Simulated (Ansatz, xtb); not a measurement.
## C2H6N: which of two isomers lies lower

Structure a is `CC[NH]`, a doublet and structure b is `[CH2]NC`, a doublet. Both are isolated molecules in the gas phase, relaxed with PBE0-D3(BJ)/def2-SVP; the shapes shown needn't be the lowest conformers.

a (Å):

```xyz
9

C    -0.4728   -0.7173   -0.5019
C     0.4440   -1.2435   -1.6006
N    -0.2005   -1.5743   -2.8339
H    -0.9751    0.2130   -0.8141
H    -1.2510   -1.4559   -0.2557
H     0.0919   -0.5035    0.4182
H     1.0095   -2.1218   -1.2423
H     1.2153   -0.4718   -1.8233
H    -0.8802   -0.8196   -3.0167
```

b (Å):

```yaml
atoms:
  - { symbol: C, position_ang: [0.8314, -0.0306, -0.9837] }
  - { symbol: C, position_ang: [-0.7840, -1.6858, -1.7531] }
  - { symbol: N, position_ang: [-0.2209, -0.8798, -0.7056] }
  - { symbol: H, position_ang: [1.2645, 0.5062, -0.1369] }
  - { symbol: H, position_ang: [0.8093, 0.4676, -1.9569] }
  - { symbol: H, position_ang: [-0.1616, -1.3470, 0.1920] }
  - { symbol: H, position_ang: [-1.6892, -2.1965, -1.3933] }
  - { symbol: H, position_ang: [-1.0819, -1.0410, -2.5959] }
  - { symbol: H, position_ang: [-0.0873, -2.4506, -2.1527] }
```

Energies in hartree; the thermal terms are from PBE0-D3(BJ)/def2-SVP harmonic frequencies (ideal gas, rigid rotor, one conformer each, 298.15 K, 1 atm) and include the zero-point energy:

|  | a | b |
| --- | --- | --- |
| E, CCSD(T)/def2-SVP | −134.015568 | −134.014899 |
| E, MP2/def2-SVP | −133.956738 | −133.959709 |
| E, MP2/def2-TZVPP | −134.211843 | −134.215264 |
| zero-point energy | 0.078048 | 0.078843 |
| H(298 K) − E | 0.083401 | 0.084313 |
| G(298 K) − E | 0.051966 | 0.052854 |

Correct the CCSD(T) difference for the basis set by the MP2 change, then work out ΔE, ΔE₀, ΔH and ΔG for a → b in kcal/mol (1 Eh = 627.51 kcal/mol) and the equilibrium ratio [b]/[a].

1. Differences b − a: CCSD(T) +0.000669, MP2 in the small set −0.002971, MP2 in the large set −0.003421 Eh.
2. ΔE = +0.000669 + (−0.003421 − (−0.002971)) = +0.000219 Eh = +0.14 kcal/mol.
3. ΔE₀ = ΔE + ΔZPE = +0.000219 + (+0.000795) Eh = +0.64 kcal/mol.
4. ΔH = ΔE + (+0.000912) Eh = +0.71 kcal/mol.
5. ΔG = ΔE + (+0.000888) Eh = +0.69 kcal/mol, so ΔS = (ΔH − ΔG)/T = +0.2 J/(mol K).
6. kT = 0.9442 mEh, so K = [b]/[a] = exp(−ΔG/kT) = exp(−1.17) ≈ 0.31.

The two are too close for this level to say which is favoured. An error of 1 kcal/mol in ΔG would change K by a factor of 5.4. Mirror images and further conformers aren't counted.

As drawn, b has 1 C–N in place of 1 C–C.

Other levels gave ΔE = −6.1 (GFN2-xTB); +13.2 (HF/STO-3G, GFN2-xTB geometries); −2.6 (r2SCAN-D4/def2-SVP, GFN2-xTB geometries); −2.3 (PBE0-D3(BJ)/def2-SVP); +5.0 (HF/def2-SVP); −1.9 (MP2/def2-SVP); +0.4 (CCSD(T)/def2-SVP) kcal/mol. Open shells are spin-unrestricted. The correlated steps freeze 3 core orbitals. Programs: Ansatz 0.2.0, xtb 6.7.1.
